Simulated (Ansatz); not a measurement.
`CCN` and `C[CH2][AlH2]` differ in one atom or group.

Ansatz, PBE0-D4/def2-TZVP geometries, multiplicity 1. Each molecule was computed in one conformer, which needn't be the lowest.

| property | `CCN` |
| --- | --- |
| LUMO energy (PBE/def2-TZVPP) / eV | 0.28 |
| LUMO energy (PBE0/def2-TZVPP) / eV | 1.09 |
| LUMO energy (ωB97M-V/def2-TZVPP) / eV | 2.49 |
| HOMO energy (PBE/def2-TZVPP) / eV | -5.32 |
| HOMO energy (B3LYP/def2-TZVPP) / eV | -6.59 |
| HOMO–LUMO gap (B3LYP/def2-TZVPP) / eV | 7.32 |

(1) What does the change do to each property? (Estimate.)

Results:

(1) Computed: 
```csv
property,`C[CH2][AlH2]`,shift
LUMO energy (PBE/def2-TZVPP) / eV,-2.08,-2.36
LUMO energy (PBE0/def2-TZVPP) / eV,-1.30,-2.39
LUMO energy (ωB97M-V/def2-TZVPP) / eV,0.26,-2.23
HOMO energy (PBE/def2-TZVPP) / eV,-6.30,-0.98
HOMO energy (B3LYP/def2-TZVPP) / eV,-7.34,-0.75
HOMO–LUMO gap (B3LYP/def2-TZVPP) / eV,5.81,-1.51
```

With PBE0 the HOMO falls by 0.72 eV and the LUMO falls by 2.39 eV, so the gap narrows by about 1.67 eV. PBE moves the HOMO by -0.98 eV and ωB97M-V by -0.52 eV.

B3LYP here is the variant with VWN-RPA as its local correlation; programs differ in this.
